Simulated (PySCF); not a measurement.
**How the method moves the HOMO and LUMO of `C1CCOCC1`**

C₅H₁₀O.
Geometry (PBE0-D3(BJ)/def2-SVP, Å), atoms numbered from 1 in this order:
```xyz
16
C5H10O angstrom
C      0.6736   -1.0066    0.2934
C      1.3316    0.3166   -0.0857
C      0.3735    1.4711    0.1667
O     -0.8443    1.2956   -0.5078
C     -1.5174    0.1288   -0.1116
C     -0.6922   -1.1219   -0.3771
H      0.5441   -1.0467    1.3907
H      1.3177   -1.8587    0.0239
H      2.2661    0.4738    0.4773
H      1.5961    0.3069   -1.1572
H      0.1921    1.5705    1.2594
H      0.7951    2.4248   -0.1848
H     -1.7690    0.1847    0.9701
H     -2.4657    0.1070   -0.6693
H     -1.2374   -2.0112   -0.0207
H     -0.5636   -1.2348   -1.4673
```

Basis pcSseg-1 throughout (PySCF), one geometry. Isolated species at its PBE0-D3(BJ)/def2-SVP geometry (one conformer only).

Q: How do the orbital energies, the gap and the dipole change with the method?

A: 
```
   method                    kind  HOMO (eV)  LUMO (eV)  gap (eV)  μ (D)  SCF cycles
    B97-D                     GGA      -5.65       0.80      6.45   1.34          14
      KT2                     GGA      -5.79       0.60      6.39   1.30          14
      KT3                     GGA      -5.79       0.54      6.33   1.29          14
    B97-2           global hybrid      -6.89       1.52      8.41   1.42          13
    B3LYP           global hybrid      -6.91       1.17      8.08   1.41          13
     PBE0           global hybrid      -7.15       1.50      8.65   1.43          13
 mPW1PW91           global hybrid      -7.19       1.52      8.71   1.45          13
CAM-B3LYP  range-separated hybrid      -8.57       2.34     10.91   1.47          12
BHandHLYP           global hybrid      -8.64       2.18     10.82   1.52          12
  wB97X-D  range-separated hybrid      -9.06       3.32     12.38   1.47          12
  LC-wPBE  range-separated hybrid      -9.87       3.68     13.55   1.52          12
```

The HOMO spans 4.22 eV, from B97-D down to LC-wPBE, and the gap runs from 6.33 eV (KT3) to 13.55 eV (LC-wPBE). Over the methods B97-D (0 %), KT2 (0 %), KT3 (0 %), B97-2 (21 %), B3LYP (20 %), PBE0 (25 %), mPW1PW91 (25 %), BHandHLYP (50 %), a straight line through the gap against the share of exact exchange rises by 0.89 eV for each 10 % (correlation coefficient 0.999). The dipole ranges from 1.29 D (KT3) to 1.52 D (BHandHLYP). This basis has no diffuse functions.

Reference dipole: 1.74 D (measured, gas; NIST CCCBDB Release 22 (SRD 101), experimental dipoles); nearest here: BHandHLYP (1.52 D) and LC-wPBE (1.52 D). 

The vertical ΔSCF ionisation energy at CAM-B3LYP/def2-SVPD is 9.50 eV; −ε(HOMO) comes closest to it with LC-wPBE (9.87 eV).
